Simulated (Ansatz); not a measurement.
in.yaml

```yaml
crystal:
  periodic: [false, false, false]
  atoms:
    - {symbol: C, position_ang: [0.000000, 0.000000, 0.096529]}
    - {symbol: H, position_ang: [0.000000, 1.204255, -1.577433]}
    - {symbol: H, position_ang: [0.000000, 0.000000, 2.004620]}
    - {symbol: H, position_ang: [0.000000, -1.204255, -1.577433]}
basis:
  gaussian: {orbitals: cc-pVDZ}
total_charge: 1
magnetization: {spin_polarized: true, initial_magnetization: 2}
correlation: {method: ccsd_t, electrons: outside_noble_gas}
output: {forces: true}
```

```sh
$ ansatz run in.yaml --threads 1 --pin off --events-out ev --progress --plain --max-ram 2393MiB
```

Log:

```
265 factors; integrals over basis functions are off by at most 1.1e-3 eV
mean field evaluation 1: about -1052.2523 eV, gradient 1.6e1 eV
mean field evaluation 2: about -1052.2527 eV, gradient 1.6e1 eV
mean field evaluation 4: about -1054.8283 eV, gradient 3.0e0 eV
mean field evaluation 8: about -1054.3151 eV, gradient 7.3e-1 eV
mean field evaluation 16: about -1056.9587 eV, gradient 1.9e-5 eV
mean field evaluation 32: about -1056.9587 eV, gradient 8.5e-4 eV
mean field evaluation 64: about -1054.3506 eV, gradient 2.2e-3 eV
mean field evaluation 96: about -1056.8619 eV, gradient 1.8e0 eV
mean field evaluation 128: about -1055.6160 eV, gradient 3.0e0 eV
mean field evaluation 160: about -1056.7347 eV, gradient 3.5e-2 eV
...
mean field evaluation 864: about -1050.1049 eV, gradient 9.2e0 eV
mean field evaluation 896: about -1055.9064 eV, gradient 1.2e-2 eV
mean field evaluation 928: about -1054.0010 eV, gradient 1.8e-2 eV
mean field -1056.95867839 eV, -38.8425149984 hartree, gradient 1.6e-6 eV, S^2 2.902838; 22 other end points of the search recorded, 0 dependent functions left out
determinant -1056.95867839 eV, -38.8425149984 hartree, with singles and doubles -1059.53281529 eV, -38.9371127849 hartree
determinant -1056.73477204 eV, -38.8342865920 hartree, with singles and doubles -1059.16019379 eV, -38.9234191972 hartree
determinant -1056.34630317 eV, -38.8200106241 hartree, with singles and doubles -1059.09324969 eV, -38.9209590471 hartree
determinant -1056.17931313 eV, -38.8138738534 hartree, with singles and doubles -1059.42687571 eV, -38.9332195772 hartree
determinant -1056.08556951 eV, -38.8104288389 hartree, with singles and doubles -1058.45530238 eV, -38.8975149158 hartree
determinant -1055.90636493 eV, -38.8038431923 hartree, with singles and doubles -1058.18549797 eV, -38.8875997866 hartree
determinant -1055.85412356 eV, -38.8019233572 hartree, with singles and doubles -1058.30085042 eV, -38.8918389109 hartree
determinant -1055.50722284 eV, -38.7891749907 hartree, with singles and doubles -1059.46710771 eV, -38.9346980758 hartree
determinant -1055.49627335 eV, -38.7887726047 hartree, with singles and doubles -1059.17469468 eV, -38.9239520952 hartree
determinant -1054.35061941 eV, -38.7466705989 hartree, with singles and doubles -1059.40525102 eV, -38.9324248842 hartree
determinant -1054.00149196 eV, -38.7338404015 hartree, with singles and doubles -1058.12026902 eV, -38.8852026667 hartree
determinant -1056.95867839 eV, -38.8425149984 hartree, with singles and doubles -1059.55379786 eV, -38.9378838801 hartree
determinant -1056.73477204 eV, -38.8342865920 hartree, with singles and doubles -1059.17367653 eV, -38.9239146786 hartree
determinant -1056.34630317 eV, -38.8200106241 hartree, with singles and doubles -1059.10569496 eV, -38.9214164020 hartree
determinant -1056.17931313 eV, -38.8138738534 hartree, with singles and doubles -1059.45878490 eV, -38.9343922180 hartree
determinant -1056.08556951 eV, -38.8104288389 hartree, with singles and doubles -1058.46799256 eV, -38.8979812712 hartree
determinant -1055.90636493 eV, -38.8038431923 hartree, with singles and doubles -1058.19361743 eV, -38.8878981713 hartree
determinant -1055.85412356 eV, -38.8019233572 hartree, with singles and doubles -1058.30886842 eV, -38.8921335669 hartree
determinant -1055.50722284 eV, -38.7891749907 hartree, with singles and doubles -1059.45167383 eV, -38.9341308910 hartree
determinant -1056.95867839 eV, -38.8425149984 hartree, with singles and doubles -1059.61382043 eV, -38.9400896688 hartree
determinant -1056.73477204 eV, -38.8342865920 hartree, with singles and doubles -1059.31446147 eV, -38.9290884300 hartree
determinant -1056.34630317 eV, -38.8200106241 hartree, with singles and doubles -1059.26971215 eV, -38.9274439228 hartree
determinant -1056.17931313 eV, -38.8138738534 hartree, with singles and doubles -1059.48571621 eV, -38.9353819254 hartree
determinant -1055.50722284 eV, -38.7891749907 hartree, with singles and doubles -1059.50801489 eV, -38.9362013868 hartree
determinant -1055.49627335 eV, -38.7887726047 hartree, with singles and doubles -1059.27822726 eV, -38.9277568472 hartree
determinant -1054.35061941 eV, -38.7466705989 hartree, with singles and doubles -1059.47769592 eV, -38.9350871852 hartree
1 core orbitals not correlated: weight in the atoms' cores, before any rotation towards them, 1.000 or more for the frozen orbitals, at most 0.000 for the correlated occupied ones
reference -1056.95867839 eV, -38.8425149984 hartree; 4, 2 occupied and 24, 26 virtual orbitals, 265 factors
second order -1.59382163 eV of doubles, -0.00000000 eV of singles
cycle   1  -2.65514598 eV  change   -3.9e-6 eV  update   4.2e-6
cycle   2  -2.65515901 eV  change   -1.3e-5 eV  update   3.8e-6
cycle   3  -2.65516419 eV  change   -5.2e-6 eV  update   2.5e-6
cycle   4  -2.65516804 eV  change   -3.8e-6 eV  update   1.9e-6
cycle   5  -2.65517297 eV  change   -4.9e-6 eV  update   1.2e-6
cycle   6  -2.65517569 eV  change   -2.7e-6 eV  update   6.0e-7
cycle   7  -2.65517678 eV  change   -1.1e-6 eV  update   2.8e-7
perturbative correction -0.12411613 eV, -0.0045611837 hartree
WARN: the results are in doubt because among natural orbitals full CI differs from the method by -0.132 eV
the calculation of the forces begins
Total energy: -1059.73797130 eV, -38.9446521290 hartree
Atom 0 at     0.000000     0.000000     0.096529 Å, force     0.000000    -0.000000    -0.698485 eV/Å
Atom 1 at     0.000000     1.204255    -1.577433 Å, force     0.000000    -0.910275     1.652584 eV/Å
Atom 2 at     0.000000     0.000000     2.004620 Å, force    -0.000000     0.000000    -2.606683 eV/Å
Atom 3 at     0.000000    -1.204255    -1.577433 Å, force    -0.000000     0.910275     1.652584 eV/Å
Dipole moment:     0.000000    -0.000000    -0.045538 e Å
In doubt: among natural orbitals full CI differs from the method by -0.132 eV
```

Forces (eV/Å):
```
C    0.000  0.000 -0.698
H    0.000 -0.910  1.653
H    0.000  0.000 -2.607
H    0.000  0.910  1.653
```

For the same geometry and basis full CI lies 157.9 meV lower. The determinant has ⟨S²⟩ = 2.90, so this isn't a pure spin state.

Ran on 1 thread of Arm Neoverse V1, shared host: 3.4 s wall, 0.14 GiB peak host memory.
